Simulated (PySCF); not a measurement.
## Orbital picture of LiN

B3LYP at R = 1.890 Å; Li 3-21G, N 3-21G; no relativity (PySCF 2.14). State: ³Σ⁻ (triplet), unpaired electrons π ↑↑. Only the outer orbitals are listed, counted within each symmetry.

```json
{"spin": "α", "orbital": "2σ", "occ.": "1", "ε (eV)": "-53.86", "on Li (%)": "100", "main shells (%)": "100 Li s"}
{"spin": "α", "orbital": "3σ", "occ.": "1", "ε (eV)": "-18.06", "on Li (%)": "3", "main shells (%)": "96 N s"}
{"spin": "α", "orbital": "1π", "occ.": "1", "ε (eV)": "-6.03", "on Li (%)": "8", "main shells (%)": "92 N p"}
{"spin": "α", "orbital": "1π", "occ.": "1", "ε (eV)": "-6.03", "on Li (%)": "8", "main shells (%)": "92 N p"}
{"spin": "α", "orbital": "4σ", "occ.": "1", "ε (eV)": "-5.27", "on Li (%)": "14", "main shells (%)": "84 N p, 8 Li s"}
{"spin": "α", "orbital": "5σ", "occ.": "0", "ε (eV)": "-1.75", "on Li (%)": "98", "main shells (%)": "74 Li s, 23 Li p"}
{"spin": "α", "orbital": "2π", "occ.": "0", "ε (eV)": "0.17", "on Li (%)": "94", "main shells (%)": "94 Li p"}
{"spin": "α", "orbital": "2π", "occ.": "0", "ε (eV)": "0.17", "on Li (%)": "94", "main shells (%)": "94 Li p"}
{"spin": "β", "orbital": "2σ", "occ.": "1", "ε (eV)": "-53.90", "on Li (%)": "100", "main shells (%)": "100 Li s"}
{"spin": "β", "orbital": "3σ", "occ.": "1", "ε (eV)": "-14.60", "on Li (%)": "7", "main shells (%)": "92 N s"}
{"spin": "β", "orbital": "4σ", "occ.": "1", "ε (eV)": "-3.82", "on Li (%)": "26", "main shells (%)": "71 N p, 19 Li s"}
{"spin": "β", "orbital": "5σ", "occ.": "0", "ε (eV)": "-1.74", "on Li (%)": "90", "main shells (%)": "63 Li s, 27 Li p, 10 N p"}
{"spin": "β", "orbital": "1π", "occ.": "0", "ε (eV)": "-1.20", "on Li (%)": "62", "main shells (%)": "62 Li p, 38 N p"}
{"spin": "β", "orbital": "1π", "occ.": "0", "ε (eV)": "-1.20", "on Li (%)": "62", "main shells (%)": "62 Li p, 38 N p"}
```

Question: Which are the highest filled and the lowest empty level, where do they sit, and how wide is the gap?

Answer: Highest filled β 4σ at -3.82 eV (in %: 71 N p, 19 Li s); lowest empty α 5σ at -1.75 eV (in %: 74 Li s, 23 Li p); the gap at B3LYP is 2.07 eV.

```json
{
 "bond order (Mayer)": "1.09",
 "⟨S²⟩": "2.044",
 "charge on Li (Mulliken, basis-dependent)": "0.33",
 "charge on Li (Löwdin, basis-dependent)": "0.18",
 "dipole moment (positive dipole means Li(−)N(+))": "-5.18 D",
 "polarisability along the bond": "85.2 bohr³",
 "polarisability across the bond": "32.6 bohr³"
}
```

3-21G is very small, so such numbers show the basis as much as the molecule. The state is the lowest determinant that a PBE0 search found; another state may lie lower at other levels.
